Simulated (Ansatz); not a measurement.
The input, for Ansatz 0.2.0:

```yaml
crystal:
  periodic: [false, false, false]
  atoms:
    - {symbol: Al, position_ang: [0.000000, 0.166286, 2.592835]}
    - {symbol: Al, position_ang: [0.000000, -0.468616, 0.009808]}
    - {symbol: Cl, position_ang: [0.000000, 0.197465, -2.010827]}
    - {symbol: H, position_ang: [0.000000, 1.147488, 1.058134]}
basis:
  gaussian: {orbitals: STO-3G}
magnetization: {spin_polarized: false, initial_magnetization: 2}
correlation: {active_space: {window: {electrons: 2, orbitals: 3}, fixed_orbitals: true}}
scf: {lower_state_search: full}
output: {forces: true}
```

```sh
$ ansatz run in.yaml --threads 1 --pin off --events-out ev --progress --plain --max-ram 2393MiB
```

Log:

```
296 factors; integrals over basis functions are off by at most 9.8e-5 eV
mean field evaluation 1: about -25387.2734 eV, gradient 1.1e1 eV
mean field evaluation 2: about -25387.2978 eV, gradient 1.1e1 eV
mean field evaluation 4: about -25388.7356 eV, gradient 2.5e0 eV
mean field evaluation 8: about -25389.3177 eV, gradient 1.0e0 eV
mean field evaluation 16: about -25389.3718 eV, gradient 1.4e-6 eV
mean field evaluation 32: about -25388.3213 eV, gradient 2.8e-4 eV
mean field evaluation 64: about -25388.9839 eV, gradient 3.0e-1 eV
mean field evaluation 96: about -25348.7158 eV, gradient 6.7e1 eV
mean field evaluation 128: about -25389.1667 eV, gradient 2.5e0 eV
mean field evaluation 160: about -25389.3293 eV, gradient 1.5e0 eV
mean field evaluation 192: about -25389.3176 eV, gradient 1.4e0 eV
mean field -25389.37177826 eV, -933.0422033168 hartree, gradient 1.4e-6 eV, S^2 2.000000; 16 other end points of the search recorded, 0 dependent functions left out
reference -25389.37177826 eV, -933.0422033168 hartree; 23, 21 occupied and 5, 7 virtual orbitals, 296 factors
state -25389.37177826 eV, -933.0422033168 hartree
the calculation of the forces begins
Total energy: -25389.37177826 eV, -933.0422033168 hartree
Atom 0 at     0.000000     0.166286     2.592835 Å, force     0.000000     0.530237    -1.435365 eV/Å
Atom 1 at     0.000000    -0.468616     0.009808 Å, force     0.000000     1.709521     1.502044 eV/Å
Atom 2 at     0.000000     0.197465    -2.010827 Å, force    -0.000000    -0.043344    -0.182868 eV/Å
Atom 3 at     0.000000     1.147488     1.058134 Å, force    -0.000000    -2.196414     0.116189 eV/Å
Dipole moment:     0.000000    -0.347153     1.678652 e Å
```

Natural occupations: 1.0000 1.0000 0.0000.

Forces (eV/Å):
```
Al   0.000  0.530 -1.435
Al   0.000  1.710  1.502
Cl   0.000 -0.043 -0.183
H    0.000 -2.196  0.116
```

Ran on 1 thread of Intel Xeon Platinum 8259CL, shared host: 1.8 s wall, 0.1 GiB peak host memory.
